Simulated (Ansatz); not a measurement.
# CH₂+ (quartet): from Hartree-Fock to the top rungs, def2-TZVPP

One table from this session's results is given with a row withheld; the runs are named, their logs left out.

Computed with Ansatz 0.2.0, Gaussian basis. Level: def2-TZVPP, core rule «outside noble gas», up to 1 orbitals frozen.

The runs, in order: UHF; ROHF; CCSD(T) on UHF.

## The geometry

The geometry is a PBE0/def2-TZVP stationary point (not a proven minimum) of the parent state, kept for this charge and spin.

3 atoms, charge 1, spin multiplicity 4.

Atoms are counted from 1 here; the program's logs count them from 0.

Bond lengths: C1–H2 1.094 Å, C1–H3 1.094 Å. Angles: H2–C1–H3 180.0°.

Set-up of the first run:

Input file in.yaml:

```yaml
crystal:
  periodic: [false, false, false]
  atoms:
    - {symbol: C, position_ang: [0.000000, 0.000000, 0.000000]}
    - {symbol: H, position_ang: [0.000000, 0.000000, -1.093537]}
    - {symbol: H, position_ang: [0.000000, 0.000000, 1.093537]}
basis:
  gaussian: {orbitals: def2-TZVPP}
total_charge: 1
magnetization: {spin_polarized: true, initial_magnetization: 3}
hamiltonian: {xc: hf}
output: {orbitals: {seedname: orbitals}}
```

On the command line:

```console
> ansatz run in.yaml --threads 1 --pin off --events-out ev --progress --plain --max-ram 4096MiB --backend cpu
```

Among the steps run: UHF; ROHF; CCSD(T) on UHF.

One table of the session follows, with a row left open; its other results are not shown here.

| method | from UCCSD(T) (kJ/mol) |
| --- | --- |
| ROHF | +311.2 |
| UHF | +305.3 |
| UMP2 | ? |
| UCCSD | +8.8 |
| UCCSD(T) | 0 |

Q: Estimate the row for UMP2 from the others.

**Answer.** from UCCSD(T) (kJ/mol): +56.2. In the column «from UCCSD(T) (kJ/mol)» it lies between UCCSD (+8.8) and UHF (+305.3).
